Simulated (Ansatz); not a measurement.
**Scan of AsH₃⁺, doublet**

Starting geometry (PBE0/def2-TZVP stationary point for this spin, not checked as a minimum):

```xyz
4

As    0.0001    0.0000   -0.0162
H     1.4362    0.0138    0.4059
H    -0.7317    1.2385    0.3977
H    -0.7085   -1.2513    0.3998
```

From there H3 moves along the line of the two atoms named below, all else staying in place; atoms are numbered as listed. Energies are in eV, counted from the starting geometry at the same level. Kohn–Sham curves are unrestricted where that lies lower.

Basis cc-pVDZ; Ansatz 0.2.0. Correlated methods freeze the noble-gas cores and the filled d shells of p-block atoms. No spin–orbit coupling is included, and no scalar relativity.

Unrestricted Kohn–Sham rows aren't spin-pure: their determinants' ⟨S²⟩ exceeds S(S+1) by up to 0.32, so they mix in states of higher spin.

In so small a basis the reference is far from its limit while semilocal and hybrid functionals are nearer theirs (RPA and double hybrids share part of the reference's basis error), so the functionals' errors here hold much of the reference's basis and frozen-core error, which can add to them or hide them.

Full CI is exact within this basis and frozen core; it isn't the basis-set limit.

```
distance As1-H3 (Å)  full CI    PBE  r2SCAN   PBE0  B3LYP  wB97X-V  wB97M-V  B2PLYP  RPA-PBE
              1.226    1.203  1.258   1.173  1.197  1.213    1.185    1.165   1.188    1.239
              1.340    0.338  0.380   0.330  0.340  0.353    0.331    0.323   0.334    0.359
              1.497    0.000  0.000   0.000  0.000  0.000    0.000    0.000   0.000    0.000
              1.678    0.248  0.187   0.243  0.241  0.217    0.261    0.256   0.249    0.226
              1.806    0.610  0.506   0.601  0.603  0.558    0.642    0.627   0.615    0.574
              2.024    1.328  1.171   1.324  1.341  1.255    1.422    1.378   1.358    1.272
              2.343    2.277  2.098   2.285  2.344  2.190    2.465    2.389   2.387    2.211
              2.767    3.045  2.784   2.961  3.002  2.850    3.097    3.036   3.034    2.917
              3.246    3.265  3.037   3.285  3.269  3.123    3.328    3.295   3.275    3.082
              4.068    3.287  3.152   3.453  3.421  3.273    3.429    3.422   3.392    2.980
              5.137    3.291  3.128   3.455  3.454  3.290    3.446    3.448   3.413    2.672
```

Task: Judged by the spread of the error over the points with a reference (largest less smallest), which of these follows full CI best and which worst?

Result: Subtracting the full CI column from each: best B2PLYP (errors from -0.015 to 0.122, spread 0.137 eV), worst RPA-PBE (from -0.619 to 0.036, spread 0.655 eV). Functionals and wave-function methods converge differently with the basis, so part of this is basis effect.

wB97X-V at 5.137 Å lies 0.155 eV (5 %) above the reference in this basis. r2SCAN at 5.137 Å lies 0.164 eV (5 %) above the reference in this basis. PBE at 5.137 Å lies 0.163 eV (5 %) below the reference in this basis. wB97M-V at 5.137 Å lies 0.157 eV (5 %) above the reference in this basis.
